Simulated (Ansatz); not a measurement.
Reaction: H2S (sulfane, SMILES S) → HS (SMILES [SH], doublet) + H (doublet) (the H-S bond breaks)
Each species at its own B3LYP-D3(BJ)/def2-TZVP minimum (Ansatz, a quantum-chemistry and plane-wave program).

Property: bond dissociation energy (electronic), in kcal/mol. Radicals and triplets start from unrestricted determinants; spin-orbit coupling is neglected. CBS(X,Y): correlation extrapolated as X^-3, Hartree-Fock from the larger set (Q,5: extrapolated as (X+1)exp(-9√X)). A bracket is a step between two methods taken in the basis named. The functionals are non-relativistic, so their misses hold any scalar relativity. '+ core + X2C': CCSD(T) terms for core correlation (cc-pwCVTZ, 1s frozen past Ne) and scalar relativity (cc-pVTZ-DK). Where a partner has so few electrons that a lower coupled-cluster level is exact, that level stands in.

CCSD(T)/CBS(cc-pV(Q+d)Z,cc-pV(5+d)Z) + [CCSDT(Q) - CCSD(T)]/cc-pV(5+d)Z + [CCSDTQ - CCSDT(Q)]/cc-pV(T+d)Z + core + X2C (Ansatz) gives 96.0 kcal/mol.

Problem. How far off this value is PBE/def2-TZVPD (Ansatz), in which direction, and which of these levels come nearer: r2SCAN/def2-TZVPD, B3LYP/def2-TZVPD, PBE0/def2-TZVPD, CCSD(T)/CBS(cc-pV(Q+d)Z,cc-pV(5+d)Z) + core + X2C?

Solution. PBE gives 94.0 kcal/mol, 2.0 kcal/mol below it. Differences of the others: r2SCAN/def2-TZVPD (Ansatz) -2.6; B3LYP/def2-TZVPD (Ansatz) -2.3; PBE0/def2-TZVPD (Ansatz) -3.0; CCSD(T)/CBS(cc-pV(Q+d)Z,cc-pV(5+d)Z) + core + X2C (Ansatz) 0.1 kcal/mol. Nearer than PBE: CCSD(T)/CBS(cc-pV(Q+d)Z,cc-pV(5+d)Z) + core + X2C.
